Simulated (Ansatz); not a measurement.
Input file:

```yaml
crystal:
  periodic: [false, false, false]
  atoms:
    - {symbol: B, position_ang: [0.000000, 0.000000, 0.008418]}
    - {symbol: O, position_ang: [0.000000, 0.000000, -1.189543]}
    - {symbol: H, position_ang: [0.000000, 0.000000, 1.181125]}
basis:
  gaussian: {orbitals: 6-31G}
magnetization: {spin_polarized: false}
correlation: {method: ccsdtq, electrons: outside_noble_gas}
```

```sh
$ ansatz run in.yaml --threads 1 --pin off --events-out ev --progress --plain --max-ram 2393MiB
```

Output:

```
388 factors; integrals over basis functions are off by at most 1.2e-7 eV
mean field evaluation 1: about -2720.7081 eV, gradient 4.0e1 eV
mean field evaluation 2: about -2720.7122 eV, gradient 4.0e1 eV
mean field evaluation 4: about -2724.3392 eV, gradient 1.9e0 eV
mean field evaluation 8: about -2724.3605 eV, gradient 6.0e-5 eV
mean field evaluation 16: about -2724.3292 eV, gradient 1.9e0 eV
mean field -2724.36048007 eV, -100.1184010046 hartree, gradient 3.0e-6 eV, S^2 0.000000; 0 other end points of the search recorded, 0 dependent functions left out
2 core orbitals not correlated: weight in the atoms' cores, before any rotation towards them, 1.000 or more for the frozen orbitals, at most 0.000 for the correlated occupied ones
reference -2724.36048007 eV, -100.1184010046 hartree; 5, 5 occupied and 13, 13 virtual orbitals, 388 factors
second order -5.24050039 eV of doubles, -0.00000000 eV of singles
cycle   1  -4.90881005 eV  change    3.3e-1 eV  update   1.2e-1
cycle   2  -5.29603580 eV  change   -3.9e-1 eV  update   7.1e-2
cycle   3  -5.46805310 eV  change   -1.7e-1 eV  update   2.2e-2
cycle   4  -5.47033453 eV  change   -2.3e-3 eV  update   7.8e-3
cycle   5  -5.47195567 eV  change   -1.6e-3 eV  update   3.4e-3
cycle   6  -5.47619025 eV  change   -4.2e-3 eV  update   1.4e-3
cycle   7  -5.47630485 eV  change   -1.1e-4 eV  update   3.8e-4
cycle   8  -5.47588166 eV  change    4.2e-4 eV  update   2.4e-4
cycle   9  -5.47578923 eV  change    9.2e-5 eV  update   6.2e-5
cycle  10  -5.47583978 eV  change   -5.1e-5 eV  update   2.4e-5
cycle  11  -5.47583533 eV  change    4.4e-6 eV  update   1.2e-5
cycle  12  -5.47581635 eV  change    1.9e-5 eV  update   5.8e-6
cycle  13  -5.47582086 eV  change   -4.5e-6 eV  update   2.4e-6
cycle  14  -5.47582176 eV  change   -9.0e-7 eV  update   7.0e-7
Total energy: -2729.83630182 eV, -100.3196337425 hartree
```

For the same geometry and basis full CI lies 0.1 meV lower.

Ran on 1 thread of Intel Xeon Platinum 8375C, shared host: 11 s wall, 0.17 GiB peak host memory.
